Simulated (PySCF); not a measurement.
Identify the compound

The spectra below were simulated for a compound CH₂O₂.

¹H NMR (400 MHz, computed): δ 7.96 (s, 1H), 6.11 (br s, 1H).

¹³C{¹H} NMR (computed): δ 165.5.

How the numbers were obtained: B97-2/pcSseg-2 with gauge-including orbitals, PBE0-D3(BJ)/def2-TZVP geometry, in PySCF 2.14.0 with density-fitted response routines (non-relativistic, isolated molecule, single conformer).

Scale: TMS for ¹H (σref 31.64) and ¹³C (σref 185.38) (reference shieldings calculated alike).

Q: Deduce the structure.

A: 
The formula gives 1 degree of unsaturation (no ring in the answer). Carbon types of the structure: 1 × CH, leaving 1 H on heteroatoms. δC 165.5: carboxylic acid carbon; lone-pair donation from the attached heteroatom keeps it upfield of a ketone carbonyl. δH 7.96: hydrogen on a carboxylic acid carbon. δH 6.11: hydrogen on an acid hydroxyl oxygen; labile proton, position sensitive to the medium.

These data were computed for formic acid (C(=O)O).

OH and NH positions are those of a molecule without intermolecular hydrogen bonds; in solution they move with solvent, concentration and temperature, and exchange usually removes their couplings. Shifts are as computed. Against solution values, carbons near 30 ppm lie about +3 ppm off and those near 130 ppm about +7 ppm. Of 1211 compounds with measured shifts, 218 miss one by over three times the rms of a fit or turn the order of signals round; such compounds aren't used in these exercises. The C=O carbon of an acid or of an amide with N–H lies up to 10 ppm further downfield in solution, through hydrogen bonding that the calculation lacks.
